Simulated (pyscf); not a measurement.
Thermochemistry of product channels of `[O]=[Ta]([Cl])([Cl])[Cl]` + `[NH3]` on the singlet surface, in kJ/mol, from ωB97M-D3(BJ)/def2-TZVP energies (ideal gas, 1 atm, RRHO with modes under 100 cm⁻¹ raised to 100, one conformer, R ln 2 for chiral ones without a mode under 150 cm⁻¹). Structures and frequencies: ωB97X-D3(BJ)/def2-SVP in PySCF.

```json
[
 {"products": "`[NH2][Ta](=[O])([Cl])[Cl]` + `[ClH]`", "ΔE": "+45.3", "ΔH(298 K)": "+36.7", "ΔG(298 K)": "+36.3", "ΔG(1200 K)": "+28.2"},
 {"products": "`[NH2][Ta]([OH])([Cl])([Cl])[Cl]`", "ΔE": "-40.3", "ΔH(298 K)": "-38.3", "ΔG(298 K)": "+4.1", "ΔG(1200 K)": "+117.8"}
]
```

These are energies of the channels, which say nothing of barriers. Elements past Kr carry the def2 core potentials, without spin-orbit coupling.
